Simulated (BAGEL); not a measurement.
# doublet CCl3F+: a scaling law for ROHF

CCl3F+: 5 atoms, total charge +1, spin state doublet. SMILES of the parent species: `FC(Cl)(Cl)Cl`. The shape is that of a PBE0-D4/def2-TZVP optimisation. That shape belongs to the parent species and isn't relaxed for this state.

ROHF (density fitting with qzvpp-jkfit), energy, BAGEL 1.2.2, on 1 thread of Intel Xeon at 2.30GHz, shared host. N is the number of basis functions, t the processor time.

| basis | N | t (s) | ln N | ln t |
| --- | --- | --- | --- | --- |
| 6-31G(d) | 82 | 3.5 | 4.407 | 1.253 |
| 6-311G(d,p) | 114 | 5.8 | 4.736 | 1.758 |
| 6-311++G(d,p) | 134 | 6.9 | 4.898 | 1.932 |
| 6-311++G(2d,2p) | 159 | 9.8 | 5.069 | 2.282 |
| 6-311++G(3df,3pd) | 219 | ? | 5.389 | ? |

Problem. Fit t = C·Nᵖ to the known rows and estimate the time in 6-311++G(3df,3pd).

Solution. 
1. Means of the 4 rows: ln N = 4.77750, ln t = 1.8062.
2. Σ(Δln N)² = 0.23848, Σ(Δln N·Δln t) = 0.36082, so the slope is 0.36082/0.23848 = 1.513.
3. Intercept: 1.8062 − (1.513) × 4.77750 = -5.4222. The largest residual of the fit is 0.057.
4. ln t = -5.4222 + 1.513 × 5.389, so t ≈ 15 s.

The run took 15 s, so the estimate is too short by a factor of about 1.0. The fitted power is 1.5, with the electron count fixed.
